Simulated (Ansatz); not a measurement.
# One shape, several levels: singlet [SiHCl2]+

We compute a comparison of 6 runs (HF/STO-3G, BHLYP/STO-3G, r2SCAN0/STO-3G, wB97X/STO-3G, RPA@PBE/STO-3G, BCCD(T)/STO-3G) of singlet [SiHCl2]+. 

The calculation is run with Ansatz 0.2.0.

68 further runs of the same task are left out: 9 that didn't finish, 59 set aside as unsound or not needed.

### 1 The molecule

The species is [SiHCl2]+ (4 atoms), meant as a singlet with charge +1. As SMILES of the parent species, `Cl[SiH]Cl`. Geometry: relaxed at PBE0-D4/def2-TZVP. That shape belongs to the parent species and isn't relaxed for this state.

Bond lengths: Cl1–Si2 2.047 Å, Si2–Cl3 2.047 Å, Si2–H4 1.488 Å. Angles: Cl1–Si2–Cl3 110.2°, Cl1–Si2–H4 108.0°, Cl3–Si2–H4 108.0°.

### 2 A single-point energy at HF/STO-3G (run 1)

The input, job.yaml:

```yaml
basis:
  gaussian: {orbitals: STO-3G}
crystal:
  periodic: [false, false, false]
  atoms:
    - {symbol: Cl, position_ang: [-1.646600, 0.177800, 0.889400]}
    - {symbol: Si, position_ang: [0.187600, -0.414200, 0.200000]}
    - {symbol: Cl, position_ang: [0.250900, -0.281300, -1.841700]}
    - {symbol: H, position_ang: [1.208200, 0.517700, 0.752400]}
total_charge: 1
hamiltonian: {xc: hf}
accuracy: high
```

Launch:

```bash
$ ansatz run job.yaml --threads 1 --pin off --max-ram 2610MiB --events-out events.jsonl --progress --plain --runs-dir runs
```

Output:

```text
Warning: RAYON_NUM_THREADS=1 ignored (pool sized by the plan → 1); use --threads N
Functional definition: HF
  name "HF"
  exchange = exact_x
  correlation = 0
508 factors; integrals over basis functions are off by at most 1.7e-8 eV
mean field evaluation 1: about -32516.2722 eV, gradient 2.7e1 eV
mean field evaluation 2: about -32516.2974 eV, gradient 2.7e1 eV
mean field evaluation 4: about -32520.9129 eV, gradient 1.5e0 eV
mean field evaluation 8: about -32520.9379 eV, gradient 3.3e-2 eV
mean field -32520.93792777 eV, -1195.1224253621 hartree, gradient 9.5e-8 eV, S^2 0.000000; 0 other end points of the search recorded, 0 dependent functions left out
reference -32520.93792777 eV, -1195.1224253621 hartree; 24, 24 occupied and 4, 4 virtual orbitals, 508 factors
Total energy: -32520.93792777 eV, -1195.1224253621 hartree
```

It took 0.16 s on 1 thread of Arm Neoverse V2, shared host.

### 3 The energy at BHLYP/STO-3G (run 2)

The input, molecule.yaml:

```yaml
crystal:
  periodic: [false, false, false]
  atoms:
    - {symbol: Cl, position_ang: [-1.646600, 0.177800, 0.889400]}
    - {symbol: Si, position_ang: [0.187600, -0.414200, 0.200000]}
    - {symbol: Cl, position_ang: [0.250900, -0.281300, -1.841700]}
    - {symbol: H, position_ang: [1.208200, 0.517700, 0.752400]}
basis:
  gaussian:
    orbitals: STO-3G
total_charge: 1
hamiltonian:
  xc: {name: BHLYP}
accuracy: high
```

Launch:

```bash
$ ansatz run molecule.yaml --threads 1 --pin off --max-ram 2610MiB --events-out events.jsonl --progress --plain --runs-dir runs
```

Output:

```text
Warning: RAYON_NUM_THREADS=1 ignored (pool sized by the plan → 1); use --threads N
Functional definition: BHLYP
  name "BHLYP"
  parameter a = 0.5
  exchange = (1 - a)*b88_x + a*exact_x
  correlation = lyp_c
508 factors; integrals over basis functions are off by at most 1.7e-8 eV
mean field evaluation 1: about -32563.8965 eV, gradient 3.1e1 eV
mean field evaluation 2: about -32561.3508 eV, gradient 4.3e1 eV
mean field evaluation 4: about -32569.5115 eV, gradient 2.2e-1 eV
mean field evaluation 8: about -32569.5143 eV, gradient 3.7e-3 eV
mean field evaluation 16: about -32569.5143 eV, gradient 1.5e-6 eV
mean field -32569.51429877 eV, -1196.9075740701 hartree, gradient 1.7e-8 eV, S^2 0.000000; 0 other end points of the search recorded, 0 dependent functions left out
reference -32569.51431804 eV, -1196.9075747782 hartree; 24, 24 occupied and 4, 4 virtual orbitals, 508 factors
Total energy: -32569.51431804 eV, -1196.9075747782 hartree
```

Wall time 1.4 s (1 thread of Arm Neoverse V2, shared host); peak memory 0.1 GiB.

Runs 3 to 4 aren't shown in full; the table further down has their settings and results.

### 4 A single-point energy at RPA@PBE/STO-3G (run 5)

Changes to molecule.yaml since step 3:

```diff
@@ -10,5 +10,8 @@
     orbitals: STO-3G
+accuracy: high
+correlation:
+  method: rpa
+  frozen_orbitals: {Cl: 5, H: 0, Si: 5}
+hamiltonian:
+  xc: pbe
 total_charge: 1
-hamiltonian:
-  xc: {name: BHLYP}
-accuracy: high
```

Launch:

```bash
$ ansatz run molecule.yaml --threads 1 --pin off --max-ram 2610MiB --events-out events.jsonl --progress --plain --runs-dir runs
```

Output (excerpt; [...] marks lines left out):

```text
Warning: RAYON_NUM_THREADS=1 ignored (pool sized by the plan → 1); use --threads N
Functional definition: PBE
  name "PBE"
[...]
508 factors; integrals over basis functions are off by at most 1.7e-8 eV
[...]
mean field -32553.33034568 eV, -1196.3128247640 hartree, gradient 6.7e-9 eV, S^2 0.000000; 0 other end points of the search recorded, 0 dependent functions left out
15 core orbitals not correlated: weight in the atoms' cores, before any rotation towards them, 0.999 or more for the frozen orbitals, at most 0.000 for the correlated occupied ones
reference -32520.13968165 eV, -1195.0930903584 hartree; 9, 9 occupied and 4, 4 virtual orbitals, 508 factors
Total energy: -32524.47235295 eV, -1195.2523130916 hartree
```

Run time: 2 s. Hardware: 1 thread of Arm Neoverse V2, shared host; peak memory 0.11 GiB.

### 5 The energy at BCCD(T)/STO-3G (run 6)

The input, in.yaml:

```yaml
crystal:
  periodic: [false, false, false]
  atoms:
    - {symbol: Cl, position_ang: [-1.646600, 0.177800, 0.889400]}
    - {symbol: Si, position_ang: [0.187600, -0.414200, 0.200000]}
    - {symbol: Cl, position_ang: [0.250900, -0.281300, -1.841700]}
    - {symbol: H, position_ang: [1.208200, 0.517700, 0.752400]}
basis:
  gaussian:
    orbitals: STO-3G
total_charge: 1
correlation:
  method: bccd_t
  frozen_orbitals: {Cl: 5, H: 0, Si: 5}
accuracy: high
scf:
  omitted_lower_state_checks: [cluster_reference, increment]
```

Launch:

```bash
$ ansatz run in.yaml --threads 1 --pin off --max-ram 2610MiB --events-out events.jsonl --progress --plain --runs-dir runs
```

Output (excerpt; [...] marks lines left out):

```text
Warning: RAYON_NUM_THREADS=1 ignored (pool sized by the plan → 1); use --threads N
[... 2 set-up lines as earlier in the session ...]
[...]
508 factors; integrals over basis functions are off by at most 1.7e-8 eV
[...]
mean field -32520.93792777 eV, -1195.1224253621 hartree, gradient 9.5e-8 eV, S^2 0.000000; 0 other end points of the search recorded, 0 dependent functions left out
15 core orbitals not correlated: weight in the atoms' cores, before any rotation towards them, 1.000 or more for the frozen orbitals, at most 0.000 for the correlated occupied ones
reference -32520.93792777 eV, -1195.1224253621 hartree; 9, 9 occupied and 4, 4 virtual orbitals, 508 factors
second order -1.68720469 eV of doubles, -0.00000000 eV of singles
cycle   1  -1.94281293 eV  change   -2.6e-1 eV  update   9.6e-2
[...]
cycle  23  -2.16669369 eV  change  -3.8e-10 eV  update   1.2e-9
perturbative correction -0.15483433 eV, -0.0056900566 hartree
Total energy: -32523.25945579 eV, -1195.2077399431 hartree
Checks for a lower state left out: cluster_reference, increment
```

Run time: 0.26 s. Hardware: 1 thread of Arm Neoverse V2, shared host.

### 6 Overview of the runs

```tsv
run	level	frozen core orbitals	energy (Eh)	wall time
1	HF/STO-3G	–	-1195.122425	0.16 s
2	BHLYP/STO-3G	–	-1196.907575	1.4 s
3	r2SCAN0/STO-3G	–	-1196.864070	3.3 s
4	wB97X/STO-3G	–	-1196.867224	5.7 s
5	RPA@PBE/STO-3G	15	-1195.252313	2 s
6	BCCD(T)/STO-3G	15	-1195.207740	0.26 s
```

### 7 Summary of results

| quantity | value |
| --- | --- |
| run 6: total energy | -1195.20774 Eh |
| run 6: correlation energy (15 core orbitals frozen) | -85.3 mEh |
| run 6: (T) correction | -5.69 mEh |

**Reading.** Totals of different functionals can't be ranked against each other. In runs 1, 2, 3, 4, 5, 6 the basis is minimal, so the values are rough. All runs together took 13 s, the longest 5.7 s.
